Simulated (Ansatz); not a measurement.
# CHAl (singlet): wave-function methods side by side at distance Al1–C2 = 3.067 Å, 6-31G

The task here is to estimate one member of a computed series from the others.

Method: 6-31G, core rule «outside noble gas», up to 6 orbitals frozen; program: Ansatz 0.2.0, Gaussian basis.

The runs, in order: UHF; CCSD(T) on RHF; CCSD(T) on UHF; CISD; CCSDT(Q) on RHF; CCSDT(Q) on UHF; CISDTQ; CCSDTQ on RHF; CCSDTQ on UHF; CASSCF and MRCISD+Q, 2 electrons in 2 orbitals; CASSCF and NEVPT2, 2 electrons in 2 orbitals; CASSCF and MRCISD+Q, 8 electrons in 9 orbitals; CASSCF and NEVPT2, 8 electrons in 9 orbitals; Full CI; Full CI in the symmetry of the determinant.

35 further runs of the same task are left out: 7 for a known fault of the program, 22 that didn't finish, 6 set aside as unsound or not needed.

## The system

The geometry derives from a PBE0/def2-TZVP stationary point (not a proven minimum). One bond is set to the value named and the two fragments are kept rigid.

3 atoms, charge 0, spin multiplicity 1.

Atoms are counted from 1 here; the program's logs count them from 0.

Bond lengths: Al1–H3 1.591 Å.

Set-up of the first run:

Input file in.yaml:

```yaml
crystal:
  periodic: [false, false, false]
  atoms:
    - {symbol: Al, position_ang: [0.000000, 0.000000, 0.491963]}
    - {symbol: C, position_ang: [0.000000, 0.000000, -2.575037]}
    - {symbol: H, position_ang: [0.000000, 0.000000, 2.083074]}
basis:
  gaussian: {orbitals: 6-31G}
magnetization: {spin_polarized: true, initial_magnetization: 0}
hamiltonian: {xc: hf}
output: {orbitals: {seedname: orbitals}}
```

On the command line:

```
$ ansatz run in.yaml --threads 1 --pin off --events-out ev --progress --plain --max-ram 2393MiB
```

Steps of the session up to this table: UHF; CCSD(T) on RHF; CCSD(T) on UHF; CISD; CCSDT(Q) on RHF; CCSDT(Q) on UHF; CISDTQ; CCSDTQ on RHF; CCSDTQ on UHF; CASSCF and MRCISD+Q, 2 electrons in 2 orbitals; CASSCF and NEVPT2, 2 electrons in 2 orbitals; CASSCF and MRCISD+Q, 8 electrons in 9 orbitals; CASSCF and NEVPT2, 8 electrons in 9 orbitals; Full CI; Full CI in the symmetry of the determinant.

One of the session's tables, all rows but one given; the rest of the session is left out.

It belongs to the step «Misses and costs». 

| method | from FCI (meV) |
| --- | --- |
| RHF | +3698.2 |
| RMP2 | ? |
| CISD | +844.6 |
| RCCSD | +439.9 |
| RCCSD(T) | +261.4 |
| RCCSDT | +83.5 |
| CISDTQ | +105.0 |
| RCCSDT(Q) | -128.0 |
| RCCSDTQ | +4.9 |
| CASSCF pair | +2929.5 |
| NEVPT2 pair | +1353.5 |
| CASSCF valence | +936.4 |
| NEVPT2 valence | +324.7 |
| MRCISD valence | +39.7 |
| MRCISD+Q valence | +17.8 |
| FCI | 0 |

Estimate the missing values for RMP2.

**Answer.** from FCI (meV): +1759.4. In the column «from FCI (meV)» it lies between NEVPT2 pair (+1353.5) and CASSCF pair (+2929.5).

Not comparable, so not listed: CASSCF and MRCISD+Q, 2 electrons in 2 orbitals (they don't share determinant, frozen orbitals or solution with the rows shown, or repeat one).

Caveats from the session: Left out of the table: UHF, UMP2, UCCSD, UCCSD(T), UCCSDT, UCCSDT(Q), UCCSDTQ (another determinant or state than the rows shown). The program flags RCCSD(T), RCCSDTQ as in doubt, so those rows may rest on another solution; read them beside their warnings. RCCSDT(Q) falls below full CI, which methods that aren't variational can do. Warnings in the runs' records: passed over end.
